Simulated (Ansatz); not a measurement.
H₂S₃⁺: single points at one geometry.

```yaml
crystal:
  periodic: [false, false, false]
  atoms:
    - {symbol: S, position_ang: [0.674364, 0.463968, 1.438803]}
    - {symbol: S, position_ang: [0.235974, 1.259561, -0.374274]}
    - {symbol: S, position_ang: [-0.620076, -0.174176, -1.524917]}
    - {symbol: H, position_ang: [1.026437, -0.766393, 0.996724]}
    - {symbol: H, position_ang: [-1.316699, -0.782961, -0.536346]}
basis:
  gaussian: {orbitals: def2-TZVP, initial_orbitals: start.molden}
total_charge: 1
magnetization: {spin_polarized: true, initial_magnetization: 1}
hamiltonian: {xc: pbe, dispersion: d4}
scf: {omitted_lower_state_checks: [starts]}
output: {orbitals: {seedname: orbitals}}
```

The file start.molden holds the orbitals of an earlier run on this structure, at another level or in another basis.

```sh
$ ansatz run in.yaml --threads 4 --pin off --events-out ev --progress --plain --max-ram 3916MiB
```

Shortened log:

```
Functional definition: PBE
  name "PBE"
  cite "Perdew, Burke & Ernzerhof, Phys. Rev. Lett. 77, 3865 (1996) doi:10.1103/PhysRevLett.77.3865"
  parent pbe
  parameter kappa = 0.804
  parameter beta = 0.06672455060314922
  exchange = pbe_x(kappa = kappa, mu = beta*pi^2/3)
  correlation = pbe_c(beta = beta)
these checks for a lower state are left out or cut short: starts
871 factors; their error is unknown
mean field evaluation 1: about -32517.5531 eV, gradient 9.0e0 eV
mean field evaluation 2: about -32517.6442 eV, gradient 1.5e-1 eV
mean field evaluation 4: about -32517.6348 eV, gradient 1.4e-3 eV
mean field evaluation 8: about -32517.6348 eV, gradient 1.7e-5 eV
mean field -32517.63477724 eV, -1195.0010368192 hartree, gradient 1.7e-5 eV, S^2 0.752683; 0 other end points of the search recorded, 0 dependent functions left out
reference -32517.63480934 eV, -1195.0010379986 hartree; 25, 24 occupied and 98, 99 virtual orbitals, 871 factors
Total energy: -32517.76408261 eV, -1195.0057887038 hartree
Checks for a lower state left out: starts
```

Hardware: 4 threads of Intel Xeon on a shared host. Wall time 2.4 s.

As the first input, with `hamiltonian: {xc: pbe0, dispersion: d4}` (abridged; 3.8 s):

```
Functional definition: PBE0
mean field -32519.92203588 eV, -1195.0850920237 hartree, gradient 9.9e-6 eV, S^2 0.756785
Total energy: -32520.03072232 eV, -1195.0890861766 hartree
Checks for a lower state left out: starts
```

Geometry: r2SCAN-D4/def2-TZVP.
